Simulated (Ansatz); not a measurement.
hcp Os, treated with PBE (Ansatz, an electronic-structure program, plane waves, PAW).

Numerical settings: plane-wave cutoff 520 eV, 18×18×12 k mesh (along the axes of the cell as run), Fermi–Dirac smearing 0.1 eV, perturbation theory, no spin polarisation, scalar-relativistic PAW data made under PBE.

Computed at the level's own relaxed cell.

Harmonic phonon frequencies (cm⁻¹; i marks an imaginary mode):

```json
[
 {"q point": "Γ", "frequencies": "___"},
 {"q point": "M", "frequencies": "___"},
 {"q point": "K", "frequencies": "145 145 167 169 169 216"},
 {"q point": "A", "frequencies": "114 114 114 114 174 174"}
]
```

Task: What belongs in the gaps?

Result: 
- Γ, frequencies: 0 0 0 162 162 214
- M, frequencies: 107 138 152 160 168 174

No imaginary mode appears at these points.
